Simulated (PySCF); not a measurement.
Species: CF3NH2.
Numbering: `[NH2:1][C:2]([F:3])([F:4])[F:5]` (hydrogens: H6, H7 on N1)

Theory: core-valence-separated Tamm–Dancoff BHandHLYP/aug-pcX-1 (pcseg-1 on H) in PySCF, non-relativistic, gas phase, PBE0-D3(BJ)/def2-SVP geometry. Absolute energies from this functional tend to lie a few eV below measured edges; no shift was applied.

Question: Give energies, oscillator strengths and core holes at the C K edge.

Answer: 
| E (eV) | f | core hole on | main final orbital |
| --- | --- | --- | --- |
| 292.89 | 0.0993 | C2 | LUMO+12 (33 %) |
| 293.01 | 0.1070 | C2 | spread |
| 293.79 | 0.0037 | C2 | LUMO (85 %) |
| 294.45 | 0.0566 | C2 | LUMO+2 (40 %) |
| 295.14 | 0.0002 | C2 | LUMO+1 (97 %) |
| 295.50 | 0.0029 | C2 | LUMO+3 (91 %) |
| 295.77 | 0.0215 | C2 | LUMO+2 (44 %) |

The first line with a tenth or more of the strongest one's intensity is at 292.89 eV (f = 0.099), with the hole on C2 (CF3 carbon). The strongest listed is at 293.01 eV (f = 0.107; C2).

Question: Give energies, oscillator strengths and core holes at the F K edge.

Answer: 
```tsv
E (eV)	f	core hole on	main final orbital
687.12	0.0100	F5	LUMO (49 %)
687.31	0.0359	F3/F4	LUMO (2 roots, f summed)
687.54	0.0349	F5	spread
688.06	0.0547	F3/F4	spread (2 roots, f summed)
688.37	0.0061	F5	LUMO+2 (62 %)
688.55	0.0100	F3/F4/F5	LUMO+1/LUMO+2 (3 roots, f summed)
689.06	0.0146	F3/F4/F5	LUMO+1/LUMO+3 (3 roots, f summed)
689.22	0.0070	F3/F4	LUMO+3 (2 roots, f summed)
```

The first line with a tenth or more of the strongest one's intensity is at 687.12 eV (f = 0.010), with the hole on F5 (fluorine of a CF3 group). The strongest listed is at 688.06 eV (f = 0.055, sum of 2; F3/F4).

Question: List the nitrogen K-edge absorption lines.

Answer: 
```tsv
E (eV)	f	core hole on	main final orbital
400.04	0.0147	N1	LUMO (85 %)
400.93	0.0393	N1	LUMO+1 (40 %)
402.57	0.0120	N1	LUMO+3 (66 %)
402.95	0.0009	N1	LUMO+2 (49 %)
403.35	0.0168	N1	LUMO+1/LUMO+2 (2 roots, f summed)
403.98	0.0001	N1	LUMO+6 (62 %)
```

The first line with a tenth or more of the strongest one's intensity is at 400.04 eV (f = 0.015), with the hole on N1 (primary amine nitrogen). The strongest listed is at 400.93 eV (f = 0.039; N1).

Roots within 0.03 eV whose holes lie on the same, on equivalent or on shared atoms are summed into one line, and the highest roots are left out, as the search may have cut off their partners. Final orbitals are the ground state's empty Kohn–Sham orbitals.

Question: What are the wavelength and the wavenumber of the 293.01 eV line?

Answer: λ = 12398.42 eV Å/293.01 eV = 42.314 Å; 2.3633 × 10⁶ cm⁻¹.

The ionisation thresholds weren't computed; near and above them a finite basis only mimics Rydberg series and continuum.

Shape of the structure used: `[NH2:1][C:2]([F:3])([F:4])[F:5]`: H–N1–C2–F3 -57°, H–N1–C2–F3 178°.
